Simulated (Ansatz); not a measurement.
Mulliken charges of C₃H₄N₂ (`C=NC1C=N1`) from B3LYP/def2-TZVPP in Ansatz (PBE0-D4/def2-TZVP geometry).

```tsv
atom	x (Å)	y (Å)	z (Å)	charge (e)
C1	0.501	1.128	-0.966	-0.108
N2	-0.396	1.042	-0.084	-0.200
C3	-0.779	-0.234	0.392	0.051
C4	0.149	-1.132	1.025	-0.037
N5	-0.116	-1.509	-0.135	-0.201
H6	1.010	0.259	-1.396	0.089
H7	0.785	2.114	-1.329	0.116
H8	-1.839	-0.303	0.612	0.110
H9	0.773	-1.412	1.866	0.178
```

By hand: the dipole of these point charges (1 e Å = 4.8032 D).

Σ q r = (0.119, -0.013, 0.251) e Å, of length 0.278 e Å = 1.34 D.

How does the dipole of the full density compare? (An estimate is asked.)

The calculation gave: (0.235, -0.034, 0.238) e Å, 1.61 D; the point charges give 0.83 times that, at 19° from its direction.

Point charges leave out the atoms' own dipoles, such as those of lone pairs, and Mulliken's split depends on the basis, so the two needn't agree.

B3LYP here is the variant with VWN-RPA as its local correlation; programs differ in this.
